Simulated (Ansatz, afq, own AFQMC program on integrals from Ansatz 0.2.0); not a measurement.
## BHO2, singlet: AFQMC among the cluster methods

```xyz
4

O    -1.5521    0.5232    0.4196
B    -0.4193    0.1298    0.2555
O     0.8200   -0.3036    0.1138
H     1.1514   -0.3494   -0.7889
```

Connectivity, by distances: O–B–OH.

Basis def2-TZVP. Noble-gas cores (and the filled d shells of Ga–Kr and In–Xe) are frozen. Integrals, coupled cluster, full CI and functionals: Ansatz 0.2.0; the random walks run on the same integrals in our own AFQMC program. The CISD trial takes its coefficients from CCSD amplitudes. Released means that phaseless walkers are propagated on without the constraint, phases kept. Error bars are statistical, one sigma.

Determinant: RHF, the one that the program's search chose, which needn't be the lowest solution. The geometry is a PBE0/def2-SVP stationary point of this or a neighbouring charge and spin state.

No full CI on the walks' own integrals is used here; CCSDT(Q) serves as the reference and is uncertain by about the last step of the cluster series.

Cautions: the ph-AFQMC/HF walk drifts between its halves (2.3 errors).

- T1 diagnostic: 0.0159
- weight of the determinant in the CISD state: 0.867
- size of the correlated space: 16 electrons in 96 orbitals

Reference: CCSDT(Q), correlation energy -15.758 eV. The released energy is read at 1.50 1/Eh (meV from the phaseless value at times in 1/Eh: 12 ± 8 at 0.24, 11 ± 6 at 0.51, 4 ± 9 at 0.99, 2 ± 11 at 1.50).

| level | E − E(reference) (kJ/mol) | share of correlation (%) |
| --- | --- | --- |
| HF | 1520.4 | 0.00 |
| MP2 | 63.8 | 95.80 |
| CCSD | 61.8 | 95.93 |
| CCSD(T) | 4.0 | 99.74 |
| CCSDT | 3.7 | 99.76 |
| ph-AFQMC/HF | -17.6 ± 3.2 | 101.16 |
| ph-AFQMC/CISD | 0.2 ± 0.5 | 99.99 |
| released AFQMC | 0.3 ± 1.0 | 99.98 |

A walk keeps the symmetry of its determinant, which the program's search chose and which needn't be the lowest solution, so a lower state of the same spin and another symmetry isn't excluded. Released energies are given only where the last usable release times agree within the noise; a slower fall can still hide under it.
